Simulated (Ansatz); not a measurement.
Job for Ansatz (an electronic-structure program): R-PBE/def2-TZVPP on acetonitrile (SMILES CC#N), atoms moved off the minimum.

Ansatz 0.2 input:
```yaml
crystal:
  periodic: [false, false, false]
  atoms:
    - {symbol: C, position_ang: [-1.10038634, 0.04104904, -0.03750016]}
    - {symbol: C, position_ang: [0.36116396, -0.01414318, 0.02953161]}
    - {symbol: N, position_ang: [1.44303837, 0.18279679, -0.02970367]}
    - {symbol: H, position_ang: [-1.50991539, -0.72350825, -0.62063604]}
    - {symbol: H, position_ang: [-1.62400327, -0.30751402, 0.93175918]}
    - {symbol: H, position_ang: [-1.56074858, 0.97459030, -0.23215170]}
basis:
  gaussian:
    orbitals: def2-TZVPP
hamiltonian:
  xc: {name: PBE}
scf: {lower_state_search: off}
output: {forces: true}
```

The head of its log:

```
WARN ansatz: RAYON_NUM_THREADS=1 ignored (pool sized by the plan → 1); use --threads N
Functional definition: PBE
these checks for a lower state are left out or cut short: stability, starts, cluster_reference, orbital_swaps, neighbouring_geometries, increment
integrals: 0.03 GiB planned
692 factors; their error is unknown
mean field: 0.34 GiB planned
mean field evaluation 1: about -3599.6311 eV, gradient 6.5e1 eV
mean field evaluation 2: about -3588.0909 eV, gradient 9.1e1 eV
```

Q: Give the final energy of this run.

A: -132.6140 hartree.
